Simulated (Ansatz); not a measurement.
# Relaxing Cr2Ni

Computed with DFT PBE, scalar-relativistic, plane waves, PAW in Ansatz 0.2.0. Cutoff 420 eV, Γ-centred k mesh, Gaussian smearing, no spin polarisation in the final step.

Cr2Ni was placed on the cubic Laves (C15) structure type (Fd-3m, No. 227), with Ni in place of Mg, Cr in place of Cu, at a guessed volume.

```xyz
6
Lattice="0.0000 3.2225 3.2225 3.2225 0.0000 3.2225 3.2225 3.2225 0.0000" Properties=species:S:1:pos:R:3 pbc="T T T"
Cr    4.0281    4.0281    4.0281
Cr    4.0281    2.4169    2.4169
Cr    2.4169    2.4169    4.0281
Cr    2.4169    4.0281    2.4169
Ni    0.0000    0.0000    0.0000
Ni    1.6112    1.6112    1.6112
```

Steps on the 6×6×6 mesh (6 atoms). 4 of 4 steps are shown, and the free energy counts from the last. Trial steps that were taken back and renewals of the plane-wave basis can be among the rows.

```tsv
step	ΔF (meV/atom)	V (Å³/atom)	P (GPa)
1	22.6	11.15	12.46
2	3.4	11.53	4.38
3	0.4	11.74	0.33
4	0.0	11.74	0.37
```

A final relaxation ran on a 10×10×10 mesh. The relaxed crystal, Fd-3m (No. 227):

```cif
data_structure
_symmetry_space_group_name_H-M 'Fd-3m:1'
_symmetry_Int_Tables_number 227
_cell_length_a 6.5595
_cell_length_b 6.5595
_cell_length_c 6.5595
_cell_angle_alpha 90.000
_cell_angle_beta 90.000
_cell_angle_gamma 90.000
_cell_volume 282.24
loop_
_atom_site_label
_atom_site_type_symbol
_atom_site_symmetry_multiplicity
_atom_site_Wyckoff_symbol
_atom_site_fract_x
_atom_site_fract_y
_atom_site_fract_z
_atom_site_occupancy
Cr1 Cr 16 c 0.12500 0.12500 0.12500 1
Ni1 Ni 8 b 0.00000 0.00000 0.50000 1
```

* Volume per atom: 11.76 Å³
* Density: 7.66 g/cm³
* Energy over the elements: 0.27 eV/atom
* Gap on the 10×10×10 mesh: 0 eV (a metal)

The zero of energy is the elements' standard structures at the same level; no fitted shifts are applied.

The final run used a 10×10×10 mesh on its 6-atom cell and 0.10 eV smearing. The k mesh leaves about 4 meV/atom of noise in metals.

Symmetry constrained the relaxation, so the result can be a saddle point.

Cost: 3 runs of about 1.1 core-minutes in all, on Intel Xeon Platinum 8488C (Sapphire Rapids) (shared hosts).